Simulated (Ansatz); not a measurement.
# BSi2: the cost of one run

Computed with Ansatz 0.2.0, Gaussian basis. Level: def2-TZVPP, core rule «outside noble gas», up to 11 orbitals frozen.

The runs, in order: UHF; ROHF; CCSD(T) on UHF.

**1. The system**

The geometry is a PBE0/def2-TZVP stationary point (not a proven minimum).

3 atoms, charge 0, spin multiplicity 4.

Atoms are counted from 1 here; the program's logs count them from 0.

Bond lengths: Si1–B2 1.955 Å, B2–Si3 1.955 Å. Angles: Si1–B2–Si3 180.0°.

**2. UHF**

Contents of in.yaml:

```yaml
crystal:
  periodic: [false, false, false]
  atoms:
    - {symbol: Si, position_ang: [0.000000, 0.000000, 1.954501]}
    - {symbol: B, position_ang: [0.000000, 0.000000, 0.000000]}
    - {symbol: Si, position_ang: [0.000000, 0.000000, -1.954501]}
basis:
  gaussian: {orbitals: def2-TZVPP}
magnetization: {spin_polarized: true, initial_magnetization: 3}
hamiltonian: {xc: hf}
output: {orbitals: {seedname: orbitals}}
```

Command:

```
> ansatz run in.yaml --threads 1 --pin off --events-out ev --progress --plain --max-ram 4096MiB --backend cpu
```

**Question.** How long does this run take on 1 thread of AMD EPYC 7R13, shared host, and how much memory does it need?

About 20 s, with a peak of 0.31 GiB.
